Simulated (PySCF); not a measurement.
**Partial charges of `Nc1cccs1`**

Compound: C₄H₅NS.
Z-matrix (Å and degrees, GFN2-xTB geometry), rows numbered from 1:
```
N 
C   1  1.3794
C   2  1.3632  1  128.16
C   3  1.4147  2  112.67  1  -175.36
C   4  1.3525  3  113.28  2    -0.30
S   5  1.7304  4  111.75  3     0.05
H   1  1.0082  2  115.42  3  -160.76
H   1  1.0087  2  114.65  3   -25.80
H   3  1.0750  2  123.32  1     4.33
H   4  1.0756  3  123.34  2   179.65
H   5  1.0708  4  129.22  3   179.83
```

Density: PBE0/pcSseg-1 (PySCF); schemes: Mulliken, IAO, Hirshfeld and ESP-fitted. Isolated species at its GFN2-xTB geometry, gas phase.

Problem. Tabulate the Mulliken, IAO, Hirshfeld and ESP-fitted charges.

Solution. In e:

```tsv
atom	environment	Mulliken	IAO	Hirshfeld	ESP-fitted
N1	aniline-type nitrogen	-0.399	-0.507	-0.202	-0.726
C2	aromatic carbon bearing nitrogen	-0.117	-0.018	+0.023	+0.163
C3	aromatic CH carbon	-0.064	-0.265	-0.117	-0.210
C4	aromatic CH carbon	-0.045	-0.170	-0.077	-0.286
C5	aromatic CH next to a ring sulfur	-0.282	-0.346	-0.107	-0.265
S6	thiophene-type sulfur	+0.232	+0.276	+0.069	+0.010
H7	N–H hydrogen	+0.192	+0.271	+0.128	+0.366
H8	N–H hydrogen	+0.190	+0.275	+0.136	+0.345
H9	aromatic hydrogen	+0.086	+0.152	+0.045	+0.176
H10	aromatic hydrogen	+0.088	+0.161	+0.054	+0.207
H11	aromatic hydrogen	+0.120	+0.170	+0.049	+0.220
```

Mean size of the charges over all atoms: ESP-fitted 0.270 e, IAO 0.237 e, Mulliken 0.165 e, Hirshfeld 0.092 e. Each set sums to the total charge, 0, to within 0.001 e. The Hirshfeld scheme divides the density at each point in proportion to the densities of the neutral, spherically averaged free atoms. The Mulliken scheme gives each basis function's population to the atom it is centred on and halves the overlap population of two atoms between them.

Lowest charge. All schemes agree: Mulliken N1 (-0.399); IAO N1 (-0.507); Hirshfeld N1 (-0.202); ESP-fitted N1 (-0.726).

Highest charge. The schemes don't all agree: Mulliken S6 (+0.232); IAO S6 (+0.276); Hirshfeld H8 (+0.136); ESP-fitted H7 (+0.366).

Problem. How many electrons does the IAO scheme count on C5?

Solution. Z − q = 6 − (-0.346) = 6.346.

Problem. How closely do the schemes follow one another over all atoms?

Solution. Correlation coefficient and root-mean-square difference: IAO with Hirshfeld 0.98, 0.166 e; Mulliken with IAO 0.95, 0.100 e; Hirshfeld with ESP-fitted 0.95, 0.222 e; IAO with ESP-fitted 0.91, 0.133 e; Mulliken with Hirshfeld 0.90, 0.110 e; Mulliken with ESP-fitted 0.83, 0.191 e.

The run behind these numbers computed NMR shieldings as well. Cost: about 9 s of CPU time on one thread; the machine was shared, so the figure is rough.
